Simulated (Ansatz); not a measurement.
# CH5Cl: the cost of one run

The runs use Ansatz 0.2.0, Gaussian basis; PBE0-D4 structure, single points in def2-TZVPPD.

Levels: PBE-D4, revPBE-D4, BLYP-D4, r2SCAN-D4, B97M-V, PBE0-D4, B3LYP-D4, HSE06-D4, wB97X-V, wB97M-V, B2PLYP, Hartree-Fock, MP2, CCSD, CCSD(T). The reference is CCSD(T) extrapolated to the basis limit.

Correlated methods freeze the cores. B3LYP uses VWN-RPA correlation. B2PLYP carries no dispersion term here.

176 further runs of the same task are left out: 176 set aside as unsound or not needed.

## Step 1: The starting structure

The pair, from a GFN2-xTB docking trial: 7 atoms, charge 0, spin multiplicity 1.

Atoms are counted from 1 here; the program's logs count them from 0.

Bond lengths: Cl1–H2 1.284 Å, C3–H4 1.082 Å, C3–H5 1.083 Å, C3–H6 1.083 Å, C3–H7 1.082 Å. Angles: H4–C3–H5 109.2°, H4–C3–H6 109.7°, H4–C3–H7 109.7°, H5–C3–H6 109.1°, H5–C3–H7 109.1°, H6–C3–H7 110.0°.

Coordinates:

```
Cl   -0.40880    0.11260   -2.87370
H     0.24140   -0.08520   -1.78390
C     0.03370   -0.00550    0.92800
H    -0.73170    0.69790    0.62610
H     0.05250   -0.06980    2.00880
H     1.00040    0.33270    0.57650
H    -0.18750   -0.98270    0.51820
```

Atoms 1 to 2 are fragment A (HCl), the rest fragment B (CH₄).

## Step 2: A first relaxation in a small basis

File pre/in.yaml:

```yaml
crystal:
  periodic: [false, false, false]
  atoms:
    - {symbol: Cl, position_ang: [-0.408800, 0.112600, -2.873700]}
    - {symbol: H, position_ang: [0.241400, -0.085200, -1.783900]}
    - {symbol: C, position_ang: [0.033700, -0.005500, 0.928000]}
    - {symbol: H, position_ang: [-0.731700, 0.697900, 0.626100]}
    - {symbol: H, position_ang: [0.052500, -0.069800, 2.008800]}
    - {symbol: H, position_ang: [1.000400, 0.332700, 0.576500]}
    - {symbol: H, position_ang: [-0.187500, -0.982700, 0.518200]}
basis:
  gaussian: {orbitals: def2-SVP}
hamiltonian: {xc: pbe, dispersion: d4}
relax: {f_tol: 0.03, max_steps: 250}
```

Command:

```console
ansatz run in.yaml --threads 2 --pin off --events-out ev --progress --plain --max-ram 5222MiB
```

**Question.** How long does this run take on 2 threads of Intel Xeon Platinum 8488C, shared host?

About 6 s.
